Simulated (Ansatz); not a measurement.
# BH2Cl: a ladder of functionals and wavefunction methods

An exercise on one series of results from a longer session: the logs are not shown, and one member is left open.

Computed with Ansatz 0.2.0, Gaussian basis. Level: functionals in def2-TZVPP, the program's frozen cores in correlated methods.

Plan: LDA (SPW92), PBE-D4, revPBE-D4, BLYP-D4, r2SCAN-D4, B97M-V, PBE0-D4, B3LYP-D4, r2SCANh-D4, r2SCAN0-D4, HSE06-D4, BHLYP-D4, CAM-B3LYP-D4, LC-ωPBE, ωB97X-V, ωB97M-V, B2PLYP, PBE-QIDH; CCSD(T)/def2-SVP; CCSD(T)/def2-TZVPP; CCSD(T)/def2-QZVPP; extrapolation to the limit; RPA on PBE.

## The relaxed structure

An earlier PBE0-D4 in a triple-zeta def2 set relaxation fixed the geometry.

SMILES `BCl`, 4 atoms, charge 0, spin multiplicity 1.

Atoms are counted from 1 here; the program's logs count them from 0.

Bond lengths: B1–Cl2 1.733 Å, B1–H3 1.190 Å, B1–H4 1.190 Å. Angles: Cl2–B1–H3 118.1°, Cl2–B1–H4 118.1°, H3–B1–H4 123.8°.

Set-up of the first run:

in.yaml

```yaml
crystal:
  periodic: [false, false, false]
  atoms:
    - {symbol: B, position_ang: [-0.116737, 0.021680, -0.075281]}
    - {symbol: Cl, position_ang: [1.364994, -0.395289, 0.721178]}
    - {symbol: H, position_ang: [-1.106203, -0.559526, 0.240436]}
    - {symbol: H, position_ang: [-0.086554, 0.872834, -0.906634]}
basis:
  gaussian: {orbitals: def2-TZVPP}
hamiltonian: {xc: lda}
output: {orbitals: {seedname: orbitals}}
```

Steps of the session up to this table: LDA; PBE-D4 (GGA); revPBE-D4 (GGA); BLYP-D4 (GGA); r2SCAN-D4 (meta-GGA); B97M-V (meta-GGA); PBE0-D4 (hybrid); B3LYP-D4 (hybrid); r2SCANh-D4 (hybrid); r2SCAN0-D4 (hybrid); HSE06-D4 (hybrid); BHLYP-D4 (hybrid); CAM-B3LYP-D4 (range-separated); LC-ωPBE-D4 (range-separated; the results give it without D4); ωB97X-V (range-separated); ωB97M-V (range-separated); B2PLYP (double hybrid); PBE-QIDH (double hybrid).

One table of the session follows, with a row left open; its other results are not shown here.

It belongs to the step «Frontier levels by functional». 

```
  functional  HOMO (eV)  LUMO (eV)  gap (eV)
 LDA (SPW92)      -7.33      -3.11      4.21
      PBE-D4      -7.27      -2.84      4.43
   revPBE-D4      -7.24      -2.73      4.51
     BLYP-D4      -7.15      -2.68      4.48
   r2SCAN-D4      -7.57      -2.46      5.11
      B97M-V      -7.68      -2.54      5.13
     PBE0-D4      -8.65      -1.82      6.83
    B3LYP-D4          ?          ?         ?
  r2SCANh-D4      -8.08      -2.10      5.97
  r2SCAN0-D4      -8.84      -1.59      7.26
    HSE06-D4      -8.24      -2.21      6.03
    BHLYP-D4      -9.93      -0.75      9.18
CAM-B3LYP-D4     -10.05      -0.69      9.36
     LC-ωPBE     -11.46       0.51     11.97
     ωB97X-V     -11.08       0.44     11.52
     ωB97M-V     -10.92       0.20     11.13
```

Q: Estimate the row for B3LYP-D4 from the others.

Worked estimate for «HOMO (eV)». Against the share of exact exchange, BLYP-D4 (0, -7.15), BHLYP-D4 (0.5, -9.93) give a slope of -5.56 per unit share; at 0.2 the line stands at -8.26.

The run gave: HOMO (eV): -8.42; LUMO (eV): -2.04; gap (eV): 6.38. In «HOMO (eV)» the line misses by +0.16.
